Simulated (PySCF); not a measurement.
# One molecule, many functionals

Species: F2OS.
InChI=1S/F2OS/c1-4(2)3

Linear-response calculations in the def2-SVPD basis (PySCF; singlets by full response, triplets Tamm–Dancoff, core orbitals frozen in the response; HF means time-dependent Hartree–Fock). 'Strongest' is the level of largest summed f among the singlets computed (10 roots, of which the last may lack a degenerate partner); it can jump between rows when another state enters that window. S1 is the lowest singlet of each run and needn't be the same state throughout; f(S1) is that of one state. Geometry: PBE0-D3(BJ)/def2-SVP; no solvent, vibrations or thermal averaging.

| functional | kind | S1 (eV) | f(S1) | strongest (eV) | T1 (eV) | HOMO (eV) | gap (eV) | ionisation energy, ΔSCF (eV) |
| --- | --- | --- | --- | --- | --- | --- | --- | --- |
| LDA | LDA | 6.26 | 0.023 | 9.29 | 5.31 | -8.64 | 5.66 | 12.70 |
| PBE | GGA | 6.25 | 0.024 | 8.11 | 5.20 | -8.44 | 5.70 | 12.41 |
| B3LYP | global hybrid, 20% exact exchange | 6.41 | 0.027 | 8.62 | 5.32 | -9.77 | 7.71 | 12.70 |
| PBE0 | global hybrid, 25% exact exchange | 6.48 | 0.029 | 8.77 | 5.29 | -9.99 | 8.21 | 12.65 |
| BHandHLYP | global hybrid, 50% exact exchange | 6.70 | 0.034 | 9.19 | 5.45 | -11.51 | 10.74 | 12.70 |
| CAM-B3LYP | range-separated hybrid | 6.50 | 0.029 | 8.83 | 5.35 | -11.46 | 10.80 | 12.82 |
| wB97X-D | range-separated hybrid | 6.51 | 0.029 | 8.88 | 5.43 | -11.93 | 11.97 | 12.76 |
| LC-wPBE | range-separated hybrid | 6.57 | 0.030 | 9.00 | 5.32 | -12.74 | 13.35 | 12.87 |
| HF | Hartree–Fock | 7.24 | 0.050 | 9.97 | 5.56 | -13.85 | 15.50 | not settled |

S1 runs from 6.25 eV (PBE) to 7.24 eV (HF), a spread of 1.00 eV, while the orbital gap spreads over 9.8 eV. Along PBE (0%), B3LYP (20%), PBE0 (25%), BHandHLYP (50%), HF (100%) S1 rises with the share of exact exchange. −ε(HOMO) comes closest to its own ΔSCF ionisation energy with LC-wPBE (-0.13 eV) and misses most with LDA (-4.06 eV). 'Not settled' means that the ion's SCF failed to converge or may have ended in another state than the lowest.
